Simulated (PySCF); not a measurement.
**Aluminium: a sound run and one with changed settings**

Sound run: Al [Ne] 3s2 3p1, Al⁺ [Ne] 3s2. Computed with PySCF 2.14 in def2-TZVP (5s5p2d1f, 37 functions), with the non-relativistic Hamiltonian (point nucleus). In the sound run the correlated levels freeze [Ne]. The sound run starts from symmetry-adapted Hartree-Fock orbitals and uses a fine grid where one is needed.

Changed run: basis STO-3G. This setting is unsound on purpose.

```csv
species,method,sound run (hartree),changed run (hartree),converged
Al,UHF,-241.87435,-238.85836,yes
Al,B3LYP,-242.38758,-239.32622,yes
Al,MN15,-242.26043,-238.53991,yes
Al,MP2,-241.90934,-238.87253,yes
Al,CCSD(T),-241.92584,-238.88392,yes
Al⁺,UHF,-241.66873,-238.88005,yes
Al⁺,B3LYP,-242.16660,-239.31355,yes
Al⁺,MN15,-242.05153,-238.53494,yes
Al⁺,MP2,-241.69600,-238.90216,yes
Al⁺,CCSD(T),-241.70808,-238.91866,yes
```

Ionisation energy of Al:

| method | sound run (eV) | changed run (eV) |
| --- | --- | --- |
| UHF | 5.595 | -0.590 |
| B3LYP | 6.013 | 0.345 |
| MN15 | 5.684 | 0.135 |
| MP2 | 5.805 | -0.806 |
| SCS-MP2 | 5.789 | -0.849 |
| CCSD | 5.895 | -0.945 |
| CCSD(T) | 5.925 | -0.945 |

A minimal basis cannot let orbitals breathe on ionisation and holds almost no correlation. A negative ionisation energy or a positive MP2 energy shows that the occupation asked for is not the lowest one in this basis.

For comparison, NIST gives 5.986 eV between the lowest levels.
